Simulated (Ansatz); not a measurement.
A short molecular-dynamics run on C3H5FN2, SMILES `CN(C#N)CF`.

```yaml
crystal:
  periodic: [false, false, false]
  atoms:
    - {symbol: C, position_ang: [0.231250, -1.218196, 0.465451]}
    - {symbol: N, position_ang: [0.071361, -0.029027, -0.363016]}
    - {symbol: C, position_ang: [-0.774855, -0.100965, -1.391059]}
    - {symbol: N, position_ang: [-1.475650, -0.179188, -2.305930]}
    - {symbol: C, position_ang: [0.295514, 1.241027, 0.228189]}
    - {symbol: F, position_ang: [-0.672547, 1.554128, 1.165841]}
    - {symbol: H, position_ang: [0.278875, -2.096078, -0.176737]}
    - {symbol: H, position_ang: [-0.590511, -1.333612, 1.176436]}
    - {symbol: H, position_ang: [1.170780, -1.132155, 1.012910]}
    - {symbol: H, position_ang: [1.253872, 1.226185, 0.751892]}
    - {symbol: H, position_ang: [0.277112, 2.010882, -0.543476]}
basis:
  gaussian: {orbitals: "6-31G*"}
hamiltonian: {xc: {name: revPBE}}
md: {timestep: 0.5 fs, n_steps: 50, ensemble: nvt_nose_hoover, temperature: 1000, initial_velocities: maxwell_boltzmann, seed: 133}
```

```sh
$ ansatz run in.yaml --threads 4 --pin off --events-out ev --progress --plain --max-ram 10444MiB
```

```
step  time (fs)  potential energy (eV)  kinetic (eV)  T (K)  conserved (eV)
   0        0.0             -8885.3870        1.1633   1000      -8884.2237
   1        0.5             -8885.3392        1.1156    959      -8884.2236
   2        1.0             -8885.2299        1.0079    866      -8884.2220
   3        1.5             -8885.0863        0.8669    745      -8884.2194
   4        2.0             -8884.9497        0.7326    630      -8884.2171
   5        2.5             -8884.8547        0.6381    549      -8884.2166
   6        3.0             -8884.8092        0.5915    508      -8884.2179
   7        3.5             -8884.7951        0.5758    495      -8884.2195
   8        4.0             -8884.7864        0.5662    487      -8884.2204
   9        4.5             -8884.7663        0.5462    469      -8884.2205
  10        5.0             -8884.7317        0.5121    440      -8884.2200
  11        5.5             -8884.6879        0.4690    403      -8884.2194
  12        6.0             -8884.6429        0.4246    365      -8884.2189
  13        6.5             -8884.6042        0.3864    332      -8884.2185
  14        7.0             -8884.5790        0.3618    311      -8884.2180
  15        7.5             -8884.5755        0.3590    309      -8884.2174
  16        8.0             -8884.6035        0.3877    333      -8884.2168
  17        8.5             -8884.6716        0.4561    392      -8884.2167
  18        9.0             -8884.7822        0.5663    487      -8884.2173
  19        9.5             -8884.9256        0.7085    609      -8884.2187
  20       10.0             -8885.0791        0.8603    740      -8884.2208
  21       10.5             -8885.2112        0.9909    852      -8884.2228
  22       11.0             -8885.2912        1.0700    920      -8884.2242
  23       11.5             -8885.2997        1.0791    928      -8884.2242
  24       12.0             -8885.2390        1.0205    877      -8884.2225
  25       12.5             -8885.1355        0.9202    791      -8884.2199
  26       13.0             -8885.0309        0.8183    703      -8884.2176
  27       13.5             -8884.9594        0.7477    643      -8884.2171
  28       14.0             -8884.9298        0.7175    617      -8884.2181
  29       14.5             -8884.9262        0.7128    613      -8884.2196
  30       15.0             -8884.9253        0.7115    612      -8884.2204
  31       15.5             -8884.9124        0.6991    601      -8884.2204
  32       16.0             -8884.8842        0.6717    577      -8884.2201
  33       16.5             -8884.8441        0.6323    544      -8884.2197
  34       17.0             -8884.7963        0.5851    503      -8884.2195
  35       17.5             -8884.7439        0.5332    458      -8884.2193
  36       18.0             -8884.6897        0.4798    412      -8884.2190
  37       18.5             -8884.6396        0.4306    370      -8884.2184
  38       19.0             -8884.6041        0.3963    341      -8884.2175
  39       19.5             -8884.5970        0.3904    336      -8884.2168
  40       20.0             -8884.6301        0.4238    364      -8884.2166
  41       20.5             -8884.7047        0.4981    428      -8884.2174
  42       21.0             -8884.8083        0.6005    516      -8884.2191
  43       21.5             -8884.9157        0.7066    607      -8884.2210
  44       22.0             -8884.9971        0.7870    676      -8884.2227
  45       22.5             -8885.0269        0.8167    702      -8884.2236
  46       23.0             -8884.9932        0.7843    674      -8884.2232
  47       23.5             -8884.9043        0.6980    600      -8884.2213
  48       24.0             -8884.7897        0.5866    504      -8884.2187
  49       24.5             -8884.6900        0.4896    421      -8884.2166
  50       25.0             -8884.6366        0.4370    376      -8884.2163
```

Velocities are drawn at the set temperature; a run this short doesn't reach equilibrium.

Frames (Å, forces in eV/Å):

```xyz
11
time=0.0 fs
C     0.231   -1.218    0.465    0.003   -0.203    0.139
N     0.071   -0.029   -0.363    0.566   -0.165   -0.092
C    -0.775   -0.101   -1.391    1.276    0.132    1.787
N    -1.476   -0.179   -2.306   -1.981   -0.218   -2.620
C     0.296    1.241    0.228    0.153    0.372    0.114
F    -0.673    1.554    1.166   -0.626    0.235    0.637
H     0.279   -2.096   -0.177    0.026   -0.335   -0.210
H    -0.591   -1.334    1.176   -0.297   -0.060    0.282
H     1.171   -1.132    1.013    0.340    0.006    0.213
H     1.254    1.226    0.752    0.445   -0.012    0.101
H     0.277    2.011   -0.543    0.095    0.248   -0.351
11
time=1.5 fs
C     0.241   -1.213    0.468   -3.840   -1.287   -2.269
N     0.087   -0.028   -0.355    0.136   -0.236   -1.290
C    -0.766   -0.107   -1.395    1.469    0.211    2.038
N    -1.484   -0.177   -2.300   -1.795   -0.211   -2.377
C     0.286    1.225    0.224    0.792    2.280    0.080
F    -0.669    1.555    1.162   -1.192    0.078    1.012
H     0.212   -2.091   -0.238    0.422    0.409    0.761
H    -0.645   -1.292    1.122    0.168   -0.224    0.321
H     1.096   -1.114    0.998    3.252   -0.020    1.984
H     1.238    1.237    0.808    0.044   -0.029   -0.607
H     0.215    2.064   -0.540    0.544   -0.970    0.345
11
time=3.0 fs
C     0.244   -1.211    0.467   -4.624   -1.600   -2.472
N     0.102   -0.027   -0.349   -0.106   -0.329   -2.157
C    -0.755   -0.113   -1.395    0.797    0.219    1.193
N    -1.494   -0.174   -2.298   -0.923   -0.148   -1.296
C     0.279    1.214    0.221    1.240    3.582    0.428
F    -0.667    1.557    1.160   -1.646   -0.057    1.299
H     0.155   -2.078   -0.283    0.821    0.653    1.332
H    -0.697   -1.256    1.075    0.709   -0.364    0.342
H     1.085   -1.097    1.023    3.015   -0.272    1.936
H     1.223    1.247    0.851   -0.181   -0.079   -1.129
H     0.164    2.098   -0.530    0.898   -1.604    0.523
11
time=4.5 fs
C     0.240   -1.211    0.462   -2.252   -1.022   -0.388
N     0.117   -0.027   -0.346   -0.186   -0.366   -2.618
C    -0.743   -0.119   -1.394   -0.320    0.206   -0.165
N    -1.506   -0.172   -2.298    0.259   -0.079    0.101
C     0.273    1.209    0.218    1.380    3.969    0.861
F    -0.667    1.558    1.159   -1.955   -0.157    1.495
H     0.115   -2.052   -0.301    1.054    0.319    1.306
H    -0.733   -1.227    1.036    0.986   -0.468    0.487
H     1.135   -1.086    1.087    0.047   -0.745   -0.022
H     1.205    1.256    0.870   -0.081   -0.113   -1.292
H     0.132    2.098   -0.509    1.068   -1.544    0.235
11
time=6.0 fs
C     0.231   -1.213    0.457   -0.395   -0.138    1.419
N     0.133   -0.028   -0.347   -0.189   -0.310   -2.694
C    -0.731   -0.124   -1.392   -1.361    0.205   -1.375
N    -1.518   -0.170   -2.297    1.306   -0.038    1.271
C     0.270    1.211    0.217    1.234    3.254    1.290
F    -0.669    1.560    1.160   -2.076   -0.217    1.565
H     0.097   -2.020   -0.291    1.073   -0.493    0.717
H    -0.749   -1.209    1.007    0.897   -0.508    0.723
H     1.188   -1.091    1.151   -1.816   -0.923   -1.373
H     1.186    1.262    0.862    0.323   -0.091   -1.057
H     0.122    2.066   -0.484    1.003   -0.741   -0.486
11
time=7.5 fs
C     0.222   -1.215    0.453    0.679    0.744    2.481
N     0.147   -0.029   -0.352   -0.218   -0.204   -2.486
C    -0.722   -0.129   -1.393   -1.991    0.232   -2.031
N    -1.527   -0.169   -2.295    1.940   -0.032    1.915
C     0.269    1.218    0.218    0.862    1.633    1.721
F    -0.674    1.560    1.163   -1.939   -0.240    1.433
H     0.102   -1.999   -0.266    0.919   -1.441   -0.138
H    -0.746   -1.201    0.993    0.491   -0.485    0.943
H     1.204   -1.115    1.187   -2.355   -0.823   -1.835
H     1.174    1.267    0.832    0.903   -0.012   -0.503
H     0.134    2.019   -0.470    0.709    0.628   -1.500
11
time=9.0 fs
C     0.213   -1.216    0.454    1.085    0.876    2.413
N     0.162   -0.030   -0.361   -0.322   -0.144   -2.084
C    -0.716   -0.134   -1.398   -2.068    0.287   -1.988
N    -1.534   -0.167   -2.290    2.050   -0.052    1.947
C     0.270    1.229    0.222    0.425    0.400    1.603
F    -0.680    1.561    1.167   -1.518   -0.239    1.067
H     0.127   -2.007   -0.244    0.709   -1.672   -0.479
H    -0.732   -1.204    1.000   -0.027   -0.425    1.003
H     1.171   -1.156    1.185   -2.002   -0.541   -1.654
H     1.181    1.271    0.791    1.270    0.084    0.073
H     0.161    1.985   -0.488    0.397    1.426   -1.902
11
time=10.5 fs
C     0.207   -1.215    0.459    0.226   -0.119    0.811
N     0.176   -0.031   -0.373   -0.478   -0.170   -1.533
C    -0.714   -0.138   -1.406   -1.561    0.358   -1.270
N    -1.538   -0.165   -2.282    1.615   -0.087    1.391
C     0.271    1.241    0.228    0.387    0.556    0.386
F    -0.689    1.562    1.172   -0.909   -0.235    0.562
H     0.167   -2.050   -0.230    0.424   -0.769    0.017
H    -0.719   -1.215    1.028   -0.333   -0.350    0.757
H     1.097   -1.209    1.148   -0.494   -0.129   -0.608
H     1.214    1.277    0.751    0.922    0.150    0.311
H     0.197    1.978   -0.543    0.201    0.793   -0.826
11
time=12.0 fs
C     0.200   -1.215    0.466   -2.196   -1.242   -1.736
N     0.189   -0.033   -0.388   -0.619   -0.242   -0.861
C    -0.714   -0.141   -1.416   -0.553    0.428   -0.041
N    -1.539   -0.164   -2.272    0.695   -0.126    0.357
C     0.274    1.253    0.236    0.949    1.033   -1.048
F    -0.698    1.562    1.178   -0.267   -0.231    0.048
H     0.216   -2.109   -0.216   -0.014    0.431    0.592
H    -0.712   -1.234    1.071   -0.270   -0.248    0.216
H     1.014   -1.265    1.100    2.352    0.198    1.478
H     1.266    1.286    0.717   -0.046    0.176    0.254
H     0.237    1.989   -0.616   -0.032   -0.177    0.741
11
time=13.5 fs
C     0.190   -1.217    0.469   -3.207   -1.772   -2.638
N     0.201   -0.035   -0.404   -0.712   -0.302   -0.149
C    -0.716   -0.144   -1.426    0.689    0.492    1.346
N    -1.539   -0.162   -2.261   -0.484   -0.162   -0.888
C     0.278    1.268    0.242    1.535    0.980   -1.919
F    -0.708    1.562    1.185    0.311   -0.225   -0.408
H     0.265   -2.159   -0.190   -0.488    1.146    0.704
H    -0.711   -1.259    1.120   -0.022   -0.096   -0.384
H     0.979   -1.317    1.082    3.656    0.391    2.423
H     1.317    1.299    0.689   -0.965    0.162    0.206
H     0.277    1.997   -0.674   -0.314   -0.614    1.708
11
time=15.0 fs
C     0.175   -1.222    0.469   -0.632   -2.073   -0.559
N     0.212   -0.038   -0.420   -0.751   -0.324    0.529
C    -0.716   -0.145   -1.434    1.671    0.544    2.361
N    -1.540   -0.161   -2.252   -1.477   -0.186   -1.884
C     0.285    1.284    0.244    1.638    0.446   -2.166
F    -0.717    1.561    1.190    0.796   -0.213   -0.797
H     0.303   -2.186   -0.149   -0.823    1.230    0.390
H    -0.711   -1.285    1.160    0.164    0.089   -0.799
H     1.017   -1.360    1.112    1.354    0.900    0.708
H     1.349    1.315    0.665   -1.375    0.111    0.306
H     0.310    1.992   -0.697   -0.565   -0.523    1.910
11
time=16.5 fs
C     0.158   -1.231    0.467    1.869   -1.675    1.407
N     0.222   -0.041   -0.436   -0.702   -0.325    1.174
C    -0.713   -0.146   -1.438    1.872    0.566    2.519
N    -1.543   -0.160   -2.245   -1.790   -0.194   -2.168
C     0.294    1.301    0.242    1.105   -0.480   -1.750
F    -0.726    1.561    1.195    1.182   -0.199   -1.120
H     0.324   -2.187   -0.100   -0.902    0.708   -0.201
H    -0.707   -1.310    1.183    0.163    0.269   -0.907
H     1.084   -1.383    1.157   -0.904    1.271   -0.843
H     1.351    1.333    0.648   -1.153    0.034    0.551
H     0.331    1.976   -0.679   -0.740    0.025    1.338
11
time=18.0 fs
C     0.144   -1.242    0.467    3.117   -0.404    2.306
N     0.231   -0.045   -0.450   -0.552   -0.281    1.759
C    -0.707   -0.146   -1.437    1.131    0.555    1.728
N    -1.549   -0.160   -2.242   -1.261   -0.185   -1.629
C     0.306    1.317    0.238   -0.017   -1.819   -0.596
F    -0.733    1.560    1.199    1.460   -0.194   -1.368
H     0.326   -2.174   -0.056   -0.719   -0.315   -0.947
H    -0.700   -1.329    1.188   -0.092    0.403   -0.695
H     1.134   -1.381    1.186   -1.902    1.263   -1.411
H     1.330    1.353    0.644   -0.358   -0.044    0.891
H     0.336    1.962   -0.634   -0.807    1.020   -0.039
11
time=19.5 fs
C     0.136   -1.255    0.472    3.692    0.902    2.325
N     0.240   -0.049   -0.461   -0.345   -0.142    2.212
C    -0.699   -0.144   -1.434   -0.193    0.522    0.390
N    -1.556   -0.159   -2.241   -0.204   -0.163   -0.605
C     0.317    1.329    0.232   -1.266   -3.040    0.633
F    -0.738    1.559    1.201    1.614   -0.225   -1.516
H     0.313   -2.167   -0.032   -0.468   -1.153   -1.460
H    -0.695   -1.339    1.178   -0.531    0.467   -0.285
H     1.144   -1.351    1.185   -2.115    1.018   -1.422
H     1.302    1.371    0.658    0.576   -0.094    1.149
H     0.323    1.970   -0.590   -0.760    1.909   -1.422
11
time=21.0 fs
C     0.135   -1.266    0.481    3.545    1.162    1.310
N     0.247   -0.053   -0.468   -0.177    0.092    2.447
C    -0.692   -0.142   -1.429   -1.495    0.480   -0.894
N    -1.564   -0.159   -2.241    0.872   -0.135    0.410
C     0.327    1.337    0.227   -1.838   -2.847    0.610
F    -0.742    1.557    1.201    1.630   -0.306   -1.549
H     0.289   -2.184   -0.038   -0.377   -0.850   -1.216
H    -0.702   -1.340    1.162   -0.844    0.469    0.025
H     1.110   -1.299    1.155   -1.592    0.616   -0.940
H     1.284    1.388    0.696    0.825   -0.117    0.969
H     0.295    2.017   -0.574   -0.549    1.435   -1.172
11
time=22.5 fs
C     0.140   -1.275    0.492    1.603    0.571   -0.710
N     0.255   -0.057   -0.472   -0.155    0.369    2.374
C    -0.687   -0.139   -1.426   -2.280    0.444   -1.658
N    -1.571   -0.160   -2.241    1.585   -0.106    1.069
C     0.333    1.339    0.224   -1.621   -1.457   -0.007
F    -0.744    1.556    1.199    1.530   -0.414   -1.500
H     0.257   -2.217   -0.070   -0.309    0.273   -0.353
H    -0.726   -1.330    1.145   -0.654    0.429   -0.021
H     1.043   -1.235    1.105    0.215    0.171    0.393
H     1.283    1.402    0.755    0.197   -0.149    0.234
H     0.255    2.093   -0.581   -0.112   -0.131    0.179
11
time=24.0 fs
C     0.147   -1.283    0.501   -1.848   -0.076   -2.976
N     0.262   -0.060   -0.472   -0.326    0.641    1.961
C    -0.686   -0.135   -1.426   -2.313    0.420   -1.691
N    -1.575   -0.160   -2.239    1.761   -0.084    1.227
C     0.336    1.339    0.220   -1.220   -0.285   -0.029
F    -0.744    1.554    1.196    1.350   -0.511   -1.405
H     0.219   -2.245   -0.108   -0.059    1.162    0.499
H    -0.763   -1.312    1.128   -0.009    0.343   -0.280
H     0.983   -1.166    1.065    2.853   -0.017    2.280
H     1.286    1.413    0.818   -0.550   -0.197   -0.637
H     0.213    2.166   -0.585    0.361   -1.397    1.051
11
time=25.0 fs
C     0.151   -1.288    0.505   -2.808   -0.099   -3.330
N     0.266   -0.062   -0.471   -0.523    0.801    1.542
C    -0.688   -0.132   -1.428   -1.917    0.411   -1.315
N    -1.577   -0.160   -2.236    1.565   -0.078    1.047
C     0.337    1.339    0.218   -1.068    0.100    0.226
F    -0.743    1.552    1.193    1.190   -0.557   -1.312
H     0.192   -2.251   -0.130    0.171    1.377    0.846
H    -0.789   -1.295    1.113    0.435    0.259   -0.397
H     0.973   -1.120    1.063    3.162   -0.161    2.565
H     1.283    1.418    0.854   -0.808   -0.225   -1.069
H     0.189    2.200   -0.576    0.601   -1.828    1.195
```

Run time 29 s (4 threads of an INTEL XEON PLATINUM 8581C on a shared host); peak host memory 0.55 GiB.
